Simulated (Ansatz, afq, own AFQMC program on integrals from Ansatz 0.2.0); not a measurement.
Integrals from Ansatz 0.2.0, then the random walk in our own AFQMC program (afq).

```yaml
crystal:
  periodic: [false, false, false]
  atoms:
    - {symbol: N, position_ang: [-0.053647, -0.047245, 0.553599]}
    - {symbol: N, position_ang: [0.030364, 0.109348, -0.623821]}
    - {symbol: H, position_ang: [0.189862, -0.825664, 0.934898]}
    - {symbol: H, position_ang: [0.148233, 0.683063, 1.032999]}
    - {symbol: H, position_ang: [-0.014548, -0.720410, -0.992055]}
basis:
  gaussian: {orbitals: cc-pVDZ}
magnetization: {spin_polarized: true, initial_magnetization: 1}
correlation: {method: ccsd_t, electrons: outside_noble_gas, hamiltonian_folder: ham}
```

```sh
$ ansatz run in.yaml --threads 1 --pin off --events-out ev --progress --plain --max-ram 1382MiB
```

Options of the walk:

```
--method free --trial cisd --walkers 60 --time-step 0.03 --max-blocks 80 --target-error 0.00043 --factor-cut 1e-05 --seed 3845 --times 0,0.21,0.42,0.81,1.2,1.8,2.4,3 --taylor-order 8
```

Times are imaginary, in 1/Eh. The walk had a cap of 1976 s.

```
orbitals 41  electrons 7 6  factors 339 of 399
reference energy -110.51889482 Eh
CCSD correlation -0.32942817 Eh in 11 cycles, weight of the determinant in the CISD state 0.9072
repeat  energy at the last time / Eh  error
    10  -110.855498  0.001433
    20  -110.857164  0.000970
    30  -110.858148  0.000827
    40  -110.857746  0.000838
    50  -110.856625  0.000815
    60  -110.856835  0.000753
    70  -110.856301  0.000680
    80  -110.856407  0.000626
time / (1/Eh)  energy / Eh  error  mean overlap
  0.00  -110.848303  0.000207  1.1017
  0.21  -110.853456  0.000261  1.0953
  0.42  -110.855068  0.000279  1.0991
  0.81  -110.855657  0.000290  1.1049
  1.20  -110.856426  0.000376  1.1011
  1.80  -110.856224  0.000437  1.1133
  2.40  -110.855523  0.000527  1.1480
  3.00  -110.856407  0.000626  1.1475
energy -110.856407 +/- 0.000626 Eh
```

(1) Estimate how long the walk took on 1 thread of Arm Neoverse V1, on a shared host.

The run passed its tests (error under three times the target), which doesn't prove that it has relaxed.

Against this walk (error 17.0 meV) on the same determinant: CCSD(T) 32.3 meV higher (within the noise), the released energy of a separate walk with a CISD trial 1.4 ± 25.0 meV higher (within the noise). The error is statistical, and a free projection of finite length keeps a remainder of its start.

Cautions: remainder of the start not in the error; error above the target (17.0 against 11.7 meV).

Answers

(1) 7 min of wall time.
